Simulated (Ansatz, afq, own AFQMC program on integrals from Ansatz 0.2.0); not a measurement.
Integrals from Ansatz 0.2.0, then the random walk in our own AFQMC program (afq).

```yaml
crystal:
  periodic: [false, false, false]
  atoms:
    - {symbol: Ge, position_ang: [0.000000, 0.033066, 1.989766]}
    - {symbol: Ge, position_ang: [0.000000, -0.053034, -2.066320]}
    - {symbol: H, position_ang: [0.000000, 1.403309, 2.693838]}
    - {symbol: H, position_ang: [1.233110, -0.750671, 2.493738]}
    - {symbol: H, position_ang: [-1.233110, -0.750671, 2.493738]}
    - {symbol: H, position_ang: [0.000000, 1.537077, -2.164229]}
basis:
  gaussian: {orbitals: 6-31G}
magnetization: {spin_polarized: false}
correlation: {method: ccsd_t, electrons: outside_noble_gas, hamiltonian_folder: ham}
```

```sh
$ ansatz run in.yaml --threads 1 --pin off --events-out ev --progress --plain --max-ram 1382MiB
```

Options of the walk:

```
--method phaseless --trial cisd --walkers 60 --populations 1 --least-time 40 --time-step 0.005 --steps-per-block 50 --equilibration-blocks 40 --max-blocks 300 --target-error 0.00084 --factor-cut 1e-05 --seed 5799 --release-times 0.24,0.51,0.99,1.62,2.4 --release-step 0.03 --release-every 4 --taylor-order 6
```

Times are imaginary, in 1/Eh. The walk had a cap of 1472 s. Filled inner d shells are frozen with the cores.

```
orbitals 38  electrons 6 6  factors 306 of 628
reference energy -4152.22717203 Eh
CCSD correlation -0.15957075 Eh in 13 cycles, weight of the determinant in the CISD state 0.7731
energy of the start -4152.386743 Eh
 block  time / (1/Eh)  mean weight  energy / Eh
     1     0.250  1.0009  -4152.384059
     2     0.500  1.0006  -4152.383326
     3     0.750  0.9989  -4152.383700
     4     1.000  1.0002  -4152.384416
     5     1.250  0.9997  -4152.384398
     7     1.750  1.0004  -4152.387050
     9     2.250  1.0004  -4152.388338
    11     2.750  1.0001  -4152.388985
    21     5.250  0.9993  -4152.387126
    31     7.750  0.9986  -4152.390084
    41    10.250  1.0021  -4152.390784
    51    12.750  1.0003  -4152.391828
    61    15.250  0.9989  -4152.390361
    71    17.750  1.0005  -4152.387111
    81    20.250  1.0007  -4152.394621
    91    22.750  0.9983  -4152.394185
   101    25.250  1.0012  -4152.387418
   111    27.750  0.9998  -4152.389547
   121    30.250  0.9991  -4152.393749
   131    32.750  1.0003  -4152.389926
   141    35.250  1.0008  -4152.401109
   151    37.750  0.9993  -4152.396303
   161    40.250  0.9993  -4152.409679
   171    42.750  1.0011  -4152.394872
   181    45.250  1.0003  -4152.397850
   186    46.500  1.0004  -4152.384837
   191    47.750  1.0002  -4152.385393
   196    49.000  1.0001  -4152.386973
blocks merged  error / Eh  count
     1  0.000366  160
     2  0.000466  80
     4  0.000592  40
     8  0.000723  20
    16  0.000869  10
released: time / (1/Eh)  energy / Eh  error  mean overlap
  0.24  -4152.391949  0.000717  0.9919
  0.51  -4152.392276  0.000691  0.9907
  0.99  -4152.392922  0.000710  0.9866
  1.62  -4152.392130  0.000621  1.0050
  2.40  -4152.392498  0.000594  1.0043
energy -4152.391779 +/- 0.000723 Eh
(rows thinned)
```

**Question.** Estimate how long the walk took on 1 thread of Intel(R) Xeon(R) Platinum 8259CL CPU @ 2.50GHz (Skylake/Cascade Lake), with other jobs on the host.

**Answer.** 4.3 min of wall time.

The run passed its tests (sampling time, drift between the halves within three errors, error under three times the target), which doesn't prove that it has relaxed. The second half of the sampling lies below the first by 1.7 errors of their difference, so the energy may still be moving and its error bar be too small.

Against this walk (error 19.7 meV) on the same determinant: CCSD(T) 0.1 meV lower (within the noise). The error is statistical and leaves out the bias of the constraint. None of these is a sure reference here. Released to 2.40 1/Eh the energy moves by -20 ± 25 meV (both errors), within twice the noise.

Cautions: constraint bias not in the error; no relativity below Rb; no spin-orbit coupling; inner d shell frozen; higher spins were not checked; restricted determinant unstable towards unrestricted (UHF 1.01 eV lower, ⟨S²⟩ 0.88); strong correlation (T1 0.029, weight of the determinant 0.77, largest double 0.39); the CCSD(T) amplitudes may be one of several solutions (largest double 0.39); the bias of populations of 60 walkers isn't removed.

A walk keeps the symmetry of its determinant, which the program's search chose and which needn't be the lowest solution, so a lower state of the same spin and another symmetry isn't excluded.
